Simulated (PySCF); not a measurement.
Compound: C5H7N.
Bonds: C1–C2 (double), C2–C3, C3–C4 (double), C3–N5, N5–C6 (double). Hydrogens: H7, H8 on C1; H9 on C2; H10, H11 on C4; H12, H13 on C6.

Computed by this run: PySCF 2.14.0, PBE0-D3(BJ)/def2-SVP geometry optimisation, gas phase; density fitting, grid level 1; the optimiser is geomeTRIC in internal coordinates, started from an MMFF94s structure.

Step 1: E = -6774.2222 eV
```
atom  x, y, z in Å  |  force x, y, z in eV/Å
C1      2.0166    0.3835    0.4678   -0.015  -0.004  -0.005
C2      1.2071   -0.1404   -0.4616    0.049  -0.054   0.140
C3     -0.2052   -0.4741   -0.2571   -0.013  -0.128  -0.022
C4     -0.9284   -1.1005   -1.2068   -0.075   0.149   0.060
N5     -0.7454   -0.1689    1.0071    0.195   0.115  -0.191
C6     -1.5075    0.8353    1.0932   -0.110  -0.016   0.051
H7      1.6643    0.6005    1.4799   -0.028  -0.003  -0.031
H8      3.0651    0.5893    0.2425    0.011   0.021   0.001
H9      1.6035   -0.3678   -1.4559   -0.042  -0.017  -0.023
H10    -1.9695   -1.3750   -1.0276   -0.011  -0.001  -0.010
H11    -0.4840   -1.3644   -2.1679    0.050  -0.026   0.036
H12    -1.9509    1.1130    2.0592    0.015  -0.069   0.075
H13    -1.7657    1.4694    0.2271   -0.025   0.033  -0.080
```

Step 2: E = -6774.2419 eV
```
atom  x, y, z in Å  |  force x, y, z in eV/Å
C1      2.0421    0.3752    0.4630   -0.035   0.016  -0.013
C2      1.2409   -0.1596   -0.4663    0.060  -0.073  -0.007
C3     -0.1808   -0.4484   -0.2683   -0.150  -0.054   0.195
C4     -0.9340   -1.0642   -1.1988    0.020   0.046  -0.147
N5     -0.7024   -0.1137    0.9930    0.200   0.203  -0.240
C6     -1.5375    0.8309    1.0831   -0.112  -0.210   0.257
H7      1.6547    0.6238    1.4542    0.031   0.003   0.013
H8      3.0984    0.5674    0.2608   -0.012  -0.004  -0.004
H9      1.6383   -0.4189   -1.4527   -0.009  -0.010  -0.005
H10    -1.9859   -1.2986   -1.0237    0.019   0.011   0.040
H11    -0.4892   -1.3787   -2.1443    0.007  -0.013  -0.019
H12    -1.9366    1.0687    2.0801   -0.083   0.102  -0.056
H13    -1.9081    1.4161    0.2199    0.064  -0.016  -0.013
```

Step 3: E = -6774.2594 eV
```
atom  x, y, z in Å  |  force x, y, z in eV/Å
C1      2.1247    0.3477    0.4394   -0.022   0.030  -0.015
C2      1.2990   -0.1989   -0.4594    0.072  -0.006  -0.149
C3     -0.1405   -0.3725   -0.2653   -0.143   0.086   0.355
C4     -0.9241   -0.9594   -1.1866   -0.041  -0.160  -0.205
N5     -0.6355    0.0257    0.9816    0.034   0.196   0.188
C6     -1.6425    0.7832    1.0918   -0.003  -0.156  -0.202
H7      1.7366    0.6820    1.4038    0.031  -0.001   0.057
H8      3.1902    0.4785    0.2359   -0.021  -0.037  -0.002
H9      1.6720   -0.5366   -1.4321    0.058   0.015   0.028
H10    -1.9926   -1.1075   -1.0185    0.017  -0.040   0.010
H11    -0.4777   -1.3700   -2.0944   -0.075   0.052  -0.065
H12    -2.0248    1.0407    2.0928    0.039  -0.035  -0.089
H13    -2.1848    1.1872    0.2112    0.054   0.055   0.089
```

**Question.** Estimate the geometry and energy of step 4. (The exact step hangs on the optimiser's Hessian estimate; all steps are aligned on step 3, rigid shifts and turns removed.)

**Answer.** E = -6774.2689 eV, largest force 0.106 eV/Å
```
atom  x, y, z in Å  |  force x, y, z in eV/Å
C1      2.1161    0.3521    0.4413    0.058  -0.005  -0.016
C2      1.2895   -0.1885   -0.4607   -0.026   0.014   0.002
C3     -0.1475   -0.3844   -0.2519   -0.003   0.073   0.040
C4     -0.9253   -0.9787   -1.1788   -0.030  -0.013  -0.010
N5     -0.6437    0.0122    0.9948    0.047  -0.093  -0.022
C6     -1.6381    0.7867    1.0787   -0.004   0.025   0.010
H7      1.7508    0.6661    1.4223   -0.022  -0.006  -0.004
H8      3.1787    0.4832    0.2257    0.009  -0.008   0.002
H9      1.6647   -0.5114   -1.4372    0.025   0.016   0.020
H10    -1.9858   -1.1595   -0.9942   -0.008  -0.013  -0.016
H11    -0.4903   -1.3476   -2.1098   -0.021   0.003   0.001
H12    -2.0397    1.0268    2.0739   -0.027   0.053  -0.037
H13    -2.1293    1.2431    0.1959    0.001  -0.048   0.030
```

The energy changes by -0.0094 eV. The first-order estimate −F·Δx gives -0.0210 eV and the mean of the old and new forces, exact on a quadratic surface, -0.0094 eV. The step makes an angle of 75° with the force vector and moves no atom by more than 0.080 Å.

What follows is the cost of the whole optimisation. Time: 51 s of wall time; peak memory 0.49 GiB. Hardware: one thread of an Arm Neoverse V1, no GPU (shared host).
